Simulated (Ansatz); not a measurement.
# C5H10O: the cost of one run

Program: Ansatz 0.2.0. Level of theory: RKS r2SCAN-D4/STO-3G. These are calculated values, not measurements.

### 1 The structure to begin with

Bond lengths (14 of 15 bonds, heavy atoms first): C1–C2 1.350 Å, C2–C3 1.495 Å, C3–C4 1.601 Å, C3–C5 1.527 Å, C5–O6 1.420 Å, C1–H7 1.064 Å, C1–H8 1.072 Å, C2–H9 1.050 Å, C3–H10 1.086 Å, C4–H11 1.150 Å, C4–H12 1.044 Å, C4–H13 1.068 Å, C5–H14 1.144 Å, C5–H15 1.091 Å. Angles (14 of 25 angles, heavy atoms first): C1–C2–C3 126.5°, C2–C3–C4 116.4°, C2–C3–C5 113.0°, C4–C3–C5 108.2°, C3–C5–O6 112.2°, C1–C2–H9 119.2°, C3–C2–H9 114.2°, C2–C1–H7 123.6°, C2–C1–H8 116.5°, C2–C3–H10 107.9°, C4–C3–H10 102.6°, C5–C3–H10 107.9°, C3–C4–H11 106.9°, C3–C4–H12 113.5°.

Structure file:

```xyz
16

C    -1.4140   -1.5259    0.5620
C    -0.8796   -0.7684   -0.4197
C     0.4253   -0.0407   -0.3715
C     1.4149   -0.4326    0.8247
C     0.2619    1.4772   -0.3780
O    -0.3317    1.9470   -1.5788
H    -0.9952   -1.6071    1.5371
H    -2.3801   -1.9490    0.3679
H    -1.3858   -0.6855   -1.3360
H     0.9959   -0.3185   -1.2522
H     0.8887   -0.1392    1.8048
H     2.3436    0.0417    0.7695
H     1.4545   -1.4999    0.8365
H    -0.3934    1.8267    0.4927
H     1.2251    1.9766   -0.2678
H    -1.2530    1.6750   -1.5468
```

### 2 End point A

The input, input.yaml:

```yaml
crystal:
  periodic: [false, false, false]
  atoms:
    - { symbol: C, position_ang: [-1.414, -1.5259, 0.562] }
    - { symbol: C, position_ang: [-0.8796, -0.7684, -0.4197] }
    - { symbol: C, position_ang: [0.4253, -0.0407, -0.3715] }
    - { symbol: C, position_ang: [1.4149, -0.4326, 0.8247] }
    - { symbol: C, position_ang: [0.2619, 1.4772, -0.378] }
    - { symbol: O, position_ang: [-0.3317, 1.947, -1.5788] }
    - { symbol: H, position_ang: [-0.9952, -1.6071, 1.5371] }
    - { symbol: H, position_ang: [-2.3801, -1.949, 0.3679] }
    - { symbol: H, position_ang: [-1.3858, -0.6855, -1.336] }
    - { symbol: H, position_ang: [0.9959, -0.3185, -1.2522] }
    - { symbol: H, position_ang: [0.8887, -0.1392, 1.8048] }
    - { symbol: H, position_ang: [2.3436, 0.0417, 0.7695] }
    - { symbol: H, position_ang: [1.4545, -1.4999, 0.8365] }
    - { symbol: H, position_ang: [-0.3934, 1.8267, 0.4927] }
    - { symbol: H, position_ang: [1.2251, 1.9766, -0.2678] }
    - { symbol: H, position_ang: [-1.253, 1.675, -1.5468] }
basis:
  gaussian: { orbitals: STO-3G }
hamiltonian:
  xc: r2scan
  dispersion: d4
relax:
  f_tol: 0.015
  max_steps: 40
```

Started as:

```bash
ansatz run input.yaml --threads 1 --pin off --max-ram 2048MiB --backend cpu --events-out ev --progress --plain --runs-dir out
```

**Question.** How long does this run take on 1 thread of Intel Xeon at 2.60GHz (Ice Lake), shared host, and how much memory does it need?

About 46 s, with a peak of 0.15 GiB.
